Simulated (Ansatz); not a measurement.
**Nudged elastic band run: CH$_{7}$AlO**

The input (input.yaml):

```yaml
crystal:
  periodic: [false, false, false]
  atoms:
    - { symbol: Al, position_ang: [-0.71926, 0.809883, -1.081142] }
    - { symbol: O, position_ang: [0.864154, 1.397594, -1.370081] }
    - { symbol: H, position_ang: [-1.271464, -0.425583, -1.905213] }
    - { symbol: H, position_ang: [-1.575043, 1.655044, -0.063575] }
    - { symbol: H, position_ang: [0.898229, -0.243063, 0.674513] }
    - { symbol: C, position_ang: [0.239856, -0.886032, 1.279362] }
    - { symbol: H, position_ang: [1.498273, 1.019076, -1.985946] }
    - { symbol: H, position_ang: [0.766396, -1.826695, 1.494287] }
    - { symbol: H, position_ang: [-0.009821, -0.36939, 2.21586] }
    - { symbol: H, position_ang: [-0.691219, -1.130835, 0.742036] }
basis:
  gaussian: { orbitals: def2-SVP }
hamiltonian:
  xc: b3lyp
  dispersion: d4
neb:
  order_check: false
  images: 5
  f_tol: 0.05
  max_iterations: 60
  final_atoms:
    - { symbol: Al, position_ang: [-0.78429109, 0.28828033, -0.45873541] }
    - { symbol: O, position_ang: [1.06753698, 1.08297976, -0.84821959] }
    - { symbol: H, position_ang: [-0.93760925, -0.39335753, -1.90435158] }
    - { symbol: H, position_ang: [-1.65794017, 1.58593313, -0.15025909] }
    - { symbol: H, position_ang: [1.73788656, 0.87856205, -0.17810562] }
    - { symbol: C, position_ang: [-0.27565412, -0.87231343, 1.06547029] }
    - { symbol: H, position_ang: [1.42228166, 0.7968372, -1.70397739] }
    - { symbol: H, position_ang: [0.45911173, -1.65426047, 0.80023601] }
    - { symbol: H, position_ang: [0.13192366, -0.30746734, 1.92473178] }
    - { symbol: H, position_ang: [-1.16314497, -1.4051947, 1.4533116] }
  initial_path:
    images:
      - { positions_ang: [[-0.71926, 0.809883, -1.081142], [0.864154, 1.397594, -1.370081], [-1.271464, -0.425583, -1.905213], [-1.575043, 1.655044, -0.063575], [0.898229, -0.243063, 0.674513], [0.239856, -0.886032, 1.279362], [1.498273, 1.019076, -1.985946], [0.766396, -1.826695, 1.494287], [-0.009821, -0.36939, 2.21586], [-0.691219, -1.130835, 0.742036]] }
      - { positions_ang: [[-0.79349731, 0.70655876, -0.93383727], [0.97241853, 1.19492505, -1.23315202], [-1.36135102, -0.30605594, -1.91674304], [-1.65537074, 1.59320532, 0.01733552], [0.86171053, -0.17877112, 0.42623174], [0.20674154, -0.82914134, 1.17740833], [1.64849446, 0.9537504, -1.83498331], [0.85182684, -1.63987139, 1.42866688], [-0.04894839, -0.25452627, 2.07125387], [-0.68192344, -1.24007447, 0.7979203]] }
      - { positions_ang: [[-0.86773463, 0.60323451, -0.78653254], [1.08068306, 0.99225611, -1.09622304], [-1.45123805, -0.18652887, -1.92827307], [-1.73569848, 1.53136664, 0.09824604], [0.82519207, -0.11447924, 0.17795048], [0.17362708, -0.77225068, 1.07545466], [1.79871593, 0.8884248, -1.68402061], [0.93725768, -1.45304777, 1.36304676], [-0.08807579, -0.13966254, 1.92664774], [-0.67262788, -1.34931395, 0.85380459]] }
      - { positions_ang: [[-0.94197194, 0.49991027, -0.63922782], [1.18894759, 0.78958716, -0.95929405], [-1.54112507, -0.06700181, -1.93980311], [-1.81602623, 1.46952796, 0.17915656], [0.7886736, -0.05018736, -0.07033078], [0.14051262, -0.71536002, 0.97350099], [1.94893739, 0.8230992, -1.53305792], [1.02268853, -1.26622416, 1.29742663], [-0.12720318, -0.02479881, 1.78204161], [-0.66333231, -1.45855342, 0.90968889]] }
      - { positions_ang: [[-0.88941166, 0.42936696, -0.57906368], [1.14847739, 0.88738469, -0.92226923], [-1.33995313, -0.17578705, -1.92798593], [-1.76333087, 1.50832968, 0.06935134], [1.10507792, 0.25939578, -0.10625572], [0.00179037, -0.76767783, 1.00415742], [1.77338548, 0.8143452, -1.59003108], [0.83482959, -1.3955696, 1.13169643], [-0.04082757, -0.11902165, 1.829605], [-0.82993653, -1.44076718, 1.09089646]] }
      - { positions_ang: [[-0.83685138, 0.35882365, -0.51889954], [1.10800719, 0.98518222, -0.88524441], [-1.13878119, -0.28457229, -1.91616875], [-1.71063552, 1.54713141, -0.04045387], [1.42148224, 0.56897891, -0.14218067], [-0.13693187, -0.81999563, 1.03481385], [1.59783357, 0.8055912, -1.64700423], [0.64697066, -1.52491504, 0.96596622], [0.04554805, -0.2132445, 1.87716839], [-0.99654075, -1.42298094, 1.27210403]] }
      - { positions_ang: [[-0.78429109, 0.28828033, -0.45873541], [1.06753698, 1.08297976, -0.84821959], [-0.93760925, -0.39335753, -1.90435158], [-1.65794017, 1.58593313, -0.15025909], [1.73788656, 0.87856205, -0.17810562], [-0.27565412, -0.87231343, 1.06547029], [1.42228166, 0.7968372, -1.70397739], [0.45911173, -1.65426047, 0.80023601], [0.13192366, -0.30746734, 1.92473178], [-1.16314497, -1.4051947, 1.4533116]] }
```

Run as:

```bash
$ ansatz run input.yaml --threads 2 --pin off --max-ram 3072MiB --backend cpu --events-out ev --progress --plain --runs-dir out
```

Output, in part (warnings, iteration lines, the closing report on the highest movable image, with atoms numbered from 0):

```
NEB end point (image 0): max|allowed force component| = 6.062e-3 eV/Å (the criterion of neb.relax_end_points is 1.000e-2)
NEB end point (image 6): max|allowed force component| = 1.401e-2 eV/Å (the criterion of neb.relax_end_points is 1.000e-2)
NEB iter   1: max|band force component| = 3.745e0 eV/Å  barrier→ = 2.2171 eV  barrier← = 1.5147 eV  Δτ_max = 0.2000 Å  (157 SCF iters)
NEB iter   2: max|band force component| = 1.849e0 eV/Å  barrier→ = 1.6409 eV  barrier← = 0.9386 eV  Δτ_max = 0.2000 Å  (131 SCF iters)
NEB iter   3: max|band force component| = 2.189e0 eV/Å  barrier→ = 1.5657 eV  barrier← = 0.8633 eV  Δτ_max = 0.1002 Å  (129 SCF iters)
NEB iter   4: max|band force component| = 6.163e-1 eV/Å  barrier→ = 1.5145 eV  barrier← = 0.8121 eV  Δτ_max = 0.0945 Å  (119 SCF iters)
NEB iter   5: max|band force component| = 5.620e-1 eV/Å  barrier→ = 1.4363 eV  barrier← = 0.7340 eV  Δτ_max = 0.2000 Å  (116 SCF iters)
NEB iter   6: max|band force component| = 8.286e-1 eV/Å  barrier→ = 1.4608 eV  barrier← = 0.7584 eV  Δτ_max = 0.1002 Å  (124 SCF iters)
NEB iter   7: max|band force component| = 4.035e-1 eV/Å  barrier→ = 1.4447 eV  barrier← = 0.7424 eV  CI = image 3  Δτ_max = 0.1084 Å  (115 SCF iters)
NEB iter   8: max|band force component| = 4.050e-1 eV/Å  barrier→ = 1.4235 eV  barrier← = 0.7212 eV  CI = image 3  Δτ_max = 0.0528 Å  (118 SCF iters)
NEB iter   9: max|band force component| = 1.399e-1 eV/Å  barrier→ = 1.4307 eV  barrier← = 0.7284 eV  CI = image 3  Δτ_max = 0.0147 Å  (114 SCF iters)
NEB iter  10: max|band force component| = 1.321e-1 eV/Å  barrier→ = 1.4280 eV  barrier← = 0.7256 eV  CI = image 3  Δτ_max = 0.0474 Å  (113 SCF iters)
NEB iter  11: max|band force component| = 7.271e-2 eV/Å  barrier→ = 1.4234 eV  barrier← = 0.7211 eV  CI = image 3  Δτ_max = 0.0279 Å  (113 SCF iters)
NEB iter  12: max|band force component| = 3.180e-2 eV/Å  barrier→ = 1.4222 eV  barrier← = 0.7198 eV  CI = image 3  Δτ_max = 0.0000 Å  (235 SCF iters)
Total energy: -9791.23952296 eV, -359.8214157282 hartree
Atom 0 at    -0.776969     0.495179    -0.620095 Å, force    -0.011769    -0.031366     0.003473 eV/Å
Atom 1 at     1.036454     1.018016    -0.788053 Å, force    -0.012996     0.011358     0.020970 eV/Å
Atom 2 at    -1.221294    -0.429449    -1.830654 Å, force     0.001383     0.013506    -0.012972 eV/Å
Atom 3 at    -1.697548     1.611814     0.013864 Å, force     0.006959     0.006686    -0.010052 eV/Å
Atom 4 at     0.888189     0.168472     0.047589 Å, force     0.001120    -0.017153    -0.004003 eV/Å
Atom 5 at     0.079644    -0.686252     0.948783 Å, force     0.004600     0.002032     0.009793 eV/Å
Atom 6 at     1.588676     0.752070    -1.536584 Å, force    -0.001984    -0.005857    -0.010438 eV/Å
Atom 7 at     0.848504    -1.477529     0.908850 Å, force     0.007027     0.008037    -0.003521 eV/Å
Atom 8 at     0.128060    -0.197474     1.933982 Å, force     0.003079    -0.006704     0.013569 eV/Å
Atom 9 at    -0.873615    -1.254847     0.922418 Å, force     0.002580     0.019461    -0.006817 eV/Å
Dipole moment:     0.408182    -0.207496    -0.084768 e Å
```

The run converged. A vibrational analysis at the climbing image gives one clearly imaginary mode, 1296i cm⁻¹: a first-order saddle point. The orbitals stay closed-shell, which can raise the energy where a bond breaks towards radicals; this wasn't checked here.

Final band (atoms are numbered from 1 in the order of the input):

```
image  path coordinate (Å)  energy (eV)  H5–C6 (Å)  Al1–C6 (Å)  O2–H5 (Å)
    0                 0.00         0.00       1.10        3.06       2.62
    1                 0.59         0.04       1.10        2.81       2.25
    2                 1.18         0.42       1.13        2.45       1.78
    3                 1.77         1.42       1.48        2.14       1.20
    4                 2.36         0.94       2.02        2.01       0.99
    5                 2.95         0.73       2.59        1.99       0.97
    6                 3.55         0.70       2.94        1.98       0.97
```

The run took 73 s on 2 threads of Intel(R) Xeon(R) Platinum 8375C CPU @ 2.90GHz (Ice Lake), on a shared host, peak memory 0.18 GiB.
